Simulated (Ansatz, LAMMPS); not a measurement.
## Rock-salt PbSe, equilibrium lattice constant a

Reference value: 6.105 Å (measured, 120 K, no zero-point or thermal correction; as tabulated in Noda, Masumoto, Ohba, Saito, Toriumi, Iwata, Shibuya, Acta Cryst. C 43, 1443 …).

**Question.** What do ionic model fan2014, PBE, PBE-D3(BJ), r²SCAN-D4, B3LYP (VWN-RPA form) give, and how far is each from the reference?

**Answer.** 
```tsv
level (code)	value (Å)	difference (%)
ionic model fan2014 (rigid ions, LAMMPS)	6.085	-0.33
PBE (Ansatz)	6.218	+1.85
PBE-D3(BJ) (Ansatz)	6.134	+0.48
r²SCAN-D4 (Ansatz)	6.152	+0.77
B3LYP (VWN-RPA form) (Ansatz)	6.293	+3.08
```

The reference is not for a static lattice or low temperature, so close values are not ranked against it. Off by more than 1.25 %, or 1.75 % on the side where a correction would as a rule narrow the miss (bounds picked here): B3LYP (VWN-RPA form) (+3.08 %), PBE (+1.85 %).

The measured value isn't corrected to a static lattice, so vibrations enter the comparison. A static lattice is as a rule a little smaller than the measured one.  Density-functional levels without +SOC have no spin–orbit coupling. Cutoffs and k meshes differ between the levels. Ansatz's density-functional and Hartree–Fock values are scalar-relativistic unless marked +SOC, with PAW data made under PBE.

Empirical potentials (ionic model fan2014) are fitted to chosen data: where that held the value shown, agreement is built in, and what lay outside the fit can be far off.

Differences are worked out from the printed values.

Ansatz is an electronic-structure program.
